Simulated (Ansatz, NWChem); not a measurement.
# How basis sets differ on SiS (SMILES [Si-]#[S+])

SiS has 2 atoms, charge 0, and is taken as a singlet. As SMILES, `[Si-]#[S+]`. The bond length is the measured one.

```xyz
2

Si    0.0000    0.0000    0.0000
S     0.0000    0.0000    1.9293
```

Quantity: the electronic atomisation energy, in eV. The values are calculated. Electronic energies at fixed atoms, without zero-point motion or spin-orbit coupling.

```
          level                 kind  program  value (eV)  CPU time (all runs)
     MP2/STO-3G  perturbation theory   Ansatz        6.37               0.28 s
MP2/aug-pcseg-0  perturbation theory   NWChem        3.93                  2 s
MP2/aug-pcseg-1  perturbation theory   NWChem        5.92                4.7 s
    MP2/cc-pVTZ  perturbation theory   Ansatz        6.19                1.6 s
MP2/aug-pcseg-2  perturbation theory   NWChem        6.34                 19 s
```

The values span 3.93 to 6.37 eV. CPU times are rough (shared hosts, several kinds of processor): they show what a rung costs within a factor of a few.
